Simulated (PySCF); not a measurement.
## Core-level binding energies of `[PH3]=S`

H₃PS.
Structure used (PBE0-D3(BJ)/def2-SVP), in Å, numbered top down from 1:
```xyz
5
H3PS angstrom
P      0.0710    0.0158    0.0065
S      1.9918   -0.0110   -0.2112
H     -0.4910   -0.5940    1.1670
H     -0.5895    1.2785    0.0728
H     -0.7359   -0.6095   -0.9900
```

Level of theory: delta-SCF UKS SCAN, pcX-2 on the ionised atom, pcseg-1 elsewhere, spin-free X2C in PySCF. Vertical ΔSCF values, vacuum level as zero.

**Question.** What binding energy does each computed site have?

**Answer.** 
```
atom(s)                bonded to    level  binding energy (eV)  2p1/2 (eV)  count
     P1  S (double bond) and 3 H  P 2p3/2               138.89      139.78      1
     P1  S (double bond) and 3 H     P 1s              2152.72           –      1
     S2          P (double bond)     S 1s              2476.07           –      1
```

**Question.** Which effective nuclear charge Zeff reproduces each element's mean 1s value in the hydrogen-like formula E = 13.606 eV × Zeff²?

**Answer.** P (Z = 15): mean 2152.7 eV, Zeff = 12.58, Z − Zeff = 2.42; S (Z = 16): mean 2476.1 eV, Zeff = 13.49, Z − Zeff = 2.51. Means run over the listed sites, weighted by atom count.

Not every level is listed. The 2p values add to the ΔSCF energy of one spin-free hole a correction within the shell (spin–orbit coupling, ligand field). 2p1/2 minus 2p3/2 (ligand field included): P 0.89 eV. Geometry: PBE0-D3(BJ)/def2-SVP; no solvent, vibrations or thermal averaging.
